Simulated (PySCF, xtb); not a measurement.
# H4OSi2: which of two isomers lies lower

Structure I: `O=[SiH][SiH3]`, a singlet. Structure II: `O1[SiH2][SiH2]1`, a singlet. Both are isolated molecules in the gas phase, relaxed with PBE0-D3(BJ)/def2-SVP.

Which of the two would you expect CCSD(T)/def2-SVP + ΔMP2/def2-TZVPP electronic energies to favour?

Structure II; the calculation gives E(II) − E(I) = −17.1 kcal/mol.

The same difference at several levels:

```tsv
level	geometry	E(II) − E(I) (kcal/mol)	departure from the last row (kcal/mol)	job, with rough time for the two
GFN2-xTB	GFN2-xTB	+18.2	+35.3	optimisation, 0.15 s
HF/STO-3G	GFN2-xTB	−8.6	+8.5	single point, 1 s
r2SCAN-D4/def2-SVP	GFN2-xTB	−17.7	−0.6	single point, 10 s
PBE0-D3(BJ)/def2-SVP	PBE0-D3(BJ)/def2-SVP	−19.0	−1.9	optimisation, 43 s
HF/def2-SVP	PBE0-D3(BJ)/def2-SVP	−20.6	−3.5	part of the CCSD(T) run
MP2/def2-SVP	PBE0-D3(BJ)/def2-SVP	−15.9	+1.2	part of the CCSD(T) run
CCSD(T)/def2-SVP	PBE0-D3(BJ)/def2-SVP	−15.8	+1.4	single point
CCSD(T)/def2-SVP + ΔMP2/def2-TZVPP	PBE0-D3(BJ)/def2-SVP	−17.1		single point, 20 s
```

As drawn, II has 2 O–Si in place of 1 O=Si. Structure I has no ring, II a 3-membered ring.

GFN2-xTB puts the two in the other order. The largest departure from CCSD(T)/def2-SVP + ΔMP2/def2-TZVPP is that of GFN2-xTB, 35.3 kcal/mol. The last row adds to CCSD(T) the change of the MP2 difference between the two basis sets, here −1.4 kcal/mol.

With thermal terms from frequencies at re-optimised GFN2-xTB minima (ideal gas, soft modes damped towards free rotors, one conformer each, 298.15 K, 1 atm): on the last row, ΔE + ΔZPE = −16.8, ΔH = −17.2, ΔG = −15.3 kcal/mol.

The T1 diagnostic of structure I is large, so the coupled-cluster value is less sure. The correlated steps freeze 11 core orbitals. Run with PySCF 2.14.0, xtb 6.7.1; the last row on 2 threads of Arm Neoverse V2 on a shared host.
